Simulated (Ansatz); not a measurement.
Input file:

```yaml
crystal:
  periodic: [false, false, false]
  atoms:
    - {symbol: Al, position_ang: [0.000000, 0.000000, 0.000000]}
    - {symbol: Al, position_ang: [0.000000, 0.000000, 1.967000]}
basis:
  gaussian: {orbitals: cc-pVTZ, fitting: {mean_field: def2-universal-jkfit}}
total_charge: 1
magnetization: {spin_polarized: true, initial_magnetization: 3}
correlation: {method: ccsd, electrons: valence}
```

```sh
$ ansatz run in.yaml --threads 1 --pin off --events-out ev --progress --plain --max-ram 2393MiB
```

The program prints:

```
256 factors; integrals over basis functions are off by at most 1.8e-1 eV
mean field evaluation 1: about -13155.2238 eV, gradient 6.1e0 eV
mean field evaluation 2: about -13155.4499 eV, gradient 1.5e0 eV
mean field evaluation 4: about -13155.5022 eV, gradient 3.8e-1 eV
mean field evaluation 8: about -13155.2238 eV, gradient 6.1e0 eV
mean field evaluation 16: about -13155.5082 eV, gradient 7.5e-5 eV
mean field evaluation 32: about -13155.4614 eV, gradient 3.9e-1 eV
mean field evaluation 64: about -13155.1307 eV, gradient 7.3e-1 eV
mean field evaluation 96: about -13152.3227 eV, gradient 3.4e-1 eV
mean field evaluation 128: about -13152.3262 eV, gradient 6.4e-3 eV
mean field -13155.50815521 eV, -483.4560075801 hartree, gradient 1.6e-6 eV, S^2 3.801777; 11 other end points of the search recorded, 0 dependent functions left out
determinant -13155.50815521 eV, -483.4560075801 hartree, with singles and doubles -13157.90238570 eV, -483.5439939280 hartree
determinant -13155.14234321 eV, -483.4425642374 hartree, with singles and doubles -13157.14878198 eV, -483.5162995019 hartree
determinant -13152.32622962 eV, -483.3390739716 hartree, with singles and doubles -13154.21661821 eV, -483.4085444710 hartree
10 core orbitals not correlated: weight in the atoms' cores, before any rotation towards them, 1.000 or more for the frozen orbitals, at most 0.000 for the correlated occupied ones
reference -13155.50815521 eV, -483.4560075801 hartree; 4, 1 occupied and 54, 57 virtual orbitals, 256 factors
second order -1.86609568 eV of doubles, -0.00000000 eV of singles
cycle   1  -2.35284242 eV  change   -1.0e-1 eV  update   1.7e-2
cycle   2  -2.35870200 eV  change   -5.9e-3 eV  update   4.5e-3
cycle   3  -2.36008839 eV  change   -1.4e-3 eV  update   1.9e-3
cycle   4  -2.36116457 eV  change   -1.1e-3 eV  update   7.4e-4
cycle   5  -2.36145130 eV  change   -2.9e-4 eV  update   2.8e-4
cycle   6  -2.36160923 eV  change   -1.6e-4 eV  update   1.0e-4
cycle   7  -2.36165855 eV  change   -4.9e-5 eV  update   3.9e-5
cycle   8  -2.36166954 eV  change   -1.1e-5 eV  update   1.6e-5
cycle   9  -2.36166919 eV  change    3.5e-7 eV  update   6.2e-6
Total energy: -13157.86982439 eV, -483.5427973220 hartree
```

Ran on 1 thread of Arm Neoverse N1, shared host: 4.2 s wall, 0.13 GiB peak host memory.
